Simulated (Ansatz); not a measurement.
in.yaml

```yaml
crystal:
  periodic: [false, false, false]
  atoms:
    - {symbol: N, position_ang: [0.000000, 0.000000, 0.000000]}
    - {symbol: C, position_ang: [0.000000, 0.000000, 1.855000]}
basis:
  gaussian: {orbitals: 6-31G}
magnetization: {spin_polarized: false, initial_magnetization: 1}
correlation: {active_space: {ras: {orbitals: [4, 1, 11], electrons: 9, max_holes: 3, max_particles: 3}, fixed_orbitals: true}}
scf: {lower_state_search: full}
```

```sh
$ ansatz run in.yaml --threads 1 --pin off --events-out ev --progress --plain --max-ram 2393MiB
```

The program prints:

```
259 factors; integrals over basis functions are off by at most 1.8e-4 eV
mean field evaluation 1: about -2497.0160 eV, gradient 3.3e1 eV
mean field evaluation 2: about -2497.0171 eV, gradient 3.3e1 eV
mean field evaluation 4: about -2500.7773 eV, gradient 3.2e0 eV
mean field evaluation 8: about -2501.3117 eV, gradient 7.2e-1 eV
mean field evaluation 16: about -2501.3419 eV, gradient 7.4e-4 eV
mean field evaluation 32: about -2496.4588 eV, gradient 3.0e1 eV
mean field evaluation 64: about -2501.5647 eV, gradient 7.8e-2 eV
mean field evaluation 96: about -2501.5591 eV, gradient 4.9e-1 eV
mean field evaluation 128: about -2501.2630 eV, gradient 7.7e0 eV
mean field evaluation 160: about -2480.8269 eV, gradient 3.1e1 eV
mean field evaluation 192: about -2481.7855 eV, gradient 2.8e1 eV
mean field evaluation 224: about -2500.7008 eV, gradient 8.5e-4 eV
mean field -2501.56428172 eV, -91.9307917320 hartree, gradient 1.7e-6 eV, S^2 0.750000; 19 other end points of the search recorded, 0 dependent functions left out
reference -2501.56428172 eV, -91.9307917320 hartree; 7, 6 occupied and 11, 12 virtual orbitals, 259 factors
state -2508.25527979 eV, -92.1766813759 hartree
Total energy: -2508.25527979 eV, -92.1766813759 hartree
```

Natural occupations: 1.9848 1.9566 1.8941 1.6148 0.9849 0.3801 0.1033 0.0443 0.0096 0.0070 0.0064 0.0051 0.0040 0.0031 0.0015 0.0003.

Ran on 1 thread of Arm Neoverse V1, shared host: 1.5 s wall, 0.18 GiB peak host memory.
